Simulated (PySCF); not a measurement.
# C5H10O (3-methylbutanal): the cost of one run

Computed with PySCF 2.14.0 and routines of our own; the level stands in each step. Atoms count from 0.

### 1 The system as given

16 atoms, charge 0, multiplicity 1; geometry from: GFN2-xTB.

### 2 Relaxing the molecule at PBE0-D3(BJ)/def2-SVP

Job settings and geometry (Å):

```
{"job": {"xc": "PBE0", "basis": "def2-SVP", "d3": "d3bj", "grid": 2, "kind": "geom"}, "charge": 0, "multiplicity": 1}
C     -1.049524     1.049712    -1.030927
C     -0.353487    -0.114689    -0.331464
C     -1.103237    -0.503482     0.940018
C      1.096456     0.252994    -0.003264
C      1.959291    -0.922389     0.345844
O      1.646295    -2.077238     0.287369
H     -2.077181     0.788319    -1.271059
H     -0.539971     1.309171    -1.956610
H     -1.061856     1.926744    -0.386371
H     -0.338253    -0.978887    -1.003325
H     -1.125492     0.330128     1.640085
H     -0.620532    -1.350051     1.420402
H     -2.128081    -0.782122     0.707112
H      1.570420     0.741369    -0.861075
H      1.137138     0.965978     0.824922
H      2.980417    -0.626614     0.666934
```

Run with:

```
OMP_NUM_THREADS=1 python excited_run.py task.json out
```

This one command runs all jobs of the session in turn.

**Question.** How long does this first job take on 1 thread of Arm Neoverse V1, shared host, and how much memory does it need?

About 37 s, with a peak of 0.73 GiB.
